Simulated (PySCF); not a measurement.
PMe2PMe2, C4H12P2.
Z-matrix (Å and degrees, PBE0-D3(BJ)/def2-SVP geometry), rows numbered from 1:
```
C 
P   1  1.8555
C   2  1.8555  1   99.07
P   2  2.2290  1   97.73  3   -99.26
C   4  1.8559  2   97.67  1  -178.17
C   4  1.8560  2   97.72  1   -77.88
H   1  1.1001  2  109.77  3   173.51
H   1  1.1020  2  112.72  3    51.72
H   1  1.1015  2  108.74  3   -69.24
H   3  1.1011  2  108.77  1    69.21
H   3  1.1018  2  112.66  1   -51.84
H   3  1.1006  2  109.76  1  -173.51
H   5  1.1010  4  108.81  2   169.09
H   5  1.1016  4  112.71  2    47.96
H   5  1.1006  4  109.66  2   -73.70
H   6  1.1003  4  109.78  2    74.98
H   6  1.1018  4  112.70  2   -46.79
H   6  1.1013  4  108.76  2  -167.73
```

Linear response at CAM-B3LYP/def2-SVPD (PySCF, frozen core in the response, non-relativistic).

Static isotropic polarisability: 106.70 au (15.81 Å³), principal values 89.4, 107.7, 123.0 au.

Task: What is the polarisability at 1064 nm and at the sodium D line?

Result: 107.98 au at 1064 nm (+1.2 %), 111.12 au at 589.3 nm (+4.1 %). The rise at 589.3 nm is 3.45 times that at 1064 nm; a pure ω² law gives 3.26. The lowest singlet lies at 226 nm, shorter than both wavelengths.

Task: What is the isotropic C6 coefficient between two such molecules, C6 = (3/π)∫α(iω)² dω?

Result: 4065 au (Eh·bohr⁶) by a ten-point quadrature over imaginary frequencies, which is 2430 eV·Å⁶ or 234 J·nm⁶/mol.

Task: Which effective excitation energy ω̄ makes London's formula C6 = (3/4)α²ω̄ exact here?

Result: ω̄ = 4·C6/(3α²) = 0.476 Eh = 13.0 eV. A one-pole form α(ω) = α/(1 − ω²/ω̄²) fitted to the 1064 nm value gives 10.7 eV.

Task: What molar refraction at the D line follows from R = (4π/3)·N_A·α′, with α′ the polarisability volume?

Result: α′ = 16.47 Å³ gives R = 41.54 cm³/mol, for isolated, non-vibrating species.

Task: What n − 1 at the D line would an ideal gas of it have at 273.15 K and 1 atm (2.6868 × 10¹⁹ cm⁻³), by n − 1 = 2π·N·α′?

Result: 27.80 × 10⁻⁴, a formal value whether or not that pressure can be reached.

Task: How anisotropic is the static polarisability, by Δα² = ½[(α1 − α2)² + (α2 − α3)² + (α3 − α1)²]?

Result: Δα = 29.1 au, or 0.27 of the isotropic value.

Task: How many electrons N does the Slater–Kirkwood formula C6 = (3/4)·√N·α^(3/2) need to give this C6?

Result: N = (4·C6/3)²/α³ = 24.2; the species has 66 electrons in all.

Time: 38 s of wall time; peak memory 1.1 GiB. Hardware: one thread, Intel Xeon Platinum 8375C at 2.90 GHz (x86_64), on a shared host. This is the whole response run at CAM-B3LYP/def2-SVPD, SCF included.

One conformer stands for the species.
